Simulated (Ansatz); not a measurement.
# SiBH4 radical (SMILES [BH][SiH3]): functionals against CCSD(T) at one geometry

One table from this session's results is given with a row withheld; the runs are named, their logs left out.

The runs use Ansatz 0.2.0, Gaussian basis; single points in def2-TZVPP.

Cores are frozen in the correlated methods. Orbitals are unrestricted. B3LYP uses VWN-RPA correlation.

## Where the work starts

SMILES `[BH][SiH3]`, 6 atoms, charge 0, spin multiplicity 2.

Atoms are counted from 1 here; the program's logs count them from 0.

Bond lengths: B1–Si2 1.898 Å, B1–H3 1.040 Å, Si2–H4 1.560 Å, Si2–H5 1.514 Å, Si2–H6 1.443 Å. Angles: Si2–B1–H3 151.9°, B1–Si2–H4 113.7°, B1–Si2–H5 116.1°, B1–Si2–H6 114.6°, H4–Si2–H5 90.8°, H4–Si2–H6 104.3°, H5–Si2–H6 114.3°.

Coordinates:

```
B     0.8955   -0.9010    0.6611
Si   -0.1876    0.4550   -0.1063
H     1.0342   -1.8594    1.0402
H    -1.4409   -0.0918   -0.8566
H     0.3324    1.0775   -1.3844
H    -0.7243    1.4033    0.8395
```

The first run:

File run/in.yaml:

```yaml
crystal:
  periodic: [false, false, false]
  atoms:
    - {symbol: B, position_ang: [0.895500, -0.901000, 0.661100]}
    - {symbol: Si, position_ang: [-0.187600, 0.455000, -0.106300]}
    - {symbol: H, position_ang: [1.034200, -1.859400, 1.040200]}
    - {symbol: H, position_ang: [-1.440900, -0.091800, -0.856600]}
    - {symbol: H, position_ang: [0.332400, 1.077500, -1.384400]}
    - {symbol: H, position_ang: [-0.724300, 1.403300, 0.839500]}
basis:
  gaussian: {orbitals: def2-TZVPP}
magnetization: {spin_polarized: true, initial_magnetization: 1}
correlation: {method: ccsd_t}
scf: {omitted_lower_state_checks: [cluster_reference]}
output: {forces: true}
```

The command line of these runs was not kept.

Steps of the session up to this table: CCSD(T)/def2-TZVPP; PBE0-D4/def2-TZVPP; wB97M-V/def2-TZVPP; r2SCAN-D4/def2-TZVPP; PBE-D4/def2-TZVPP; B3LYP-D4/def2-TZVPP; r2SCAN0-D4/def2-TZVPP.

One of the session's tables, all rows but one given; the rest of the session is left out.

| method | RMS force component (eV/Å) | angle to CCSD(T) forces (°) | dipole (D) |
| --- | --- | --- | --- |
| CCSD(T) | 1.815 | reference | 0.89 |
| PBE0-D4 | 1.819 | 3.8 | 0.83 |
| wB97M-V | ? | ? | ? |
| r2SCAN-D4 | 1.803 | 4.2 | 0.80 |
| PBE-D4 | 1.824 | 7.4 | 0.70 |
| B3LYP-D4 | 1.762 | 2.7 | 0.85 |
| r2SCAN0-D4 | 1.802 | 2.3 | 0.88 |

Estimate the missing values for wB97M-V.

**Answer.** RMS force component (eV/Å): 1.760; angle to CCSD(T) forces (°): 2.4; dipole (D): 0.92. In the column «RMS force component (eV/Å)» it is the lowest.
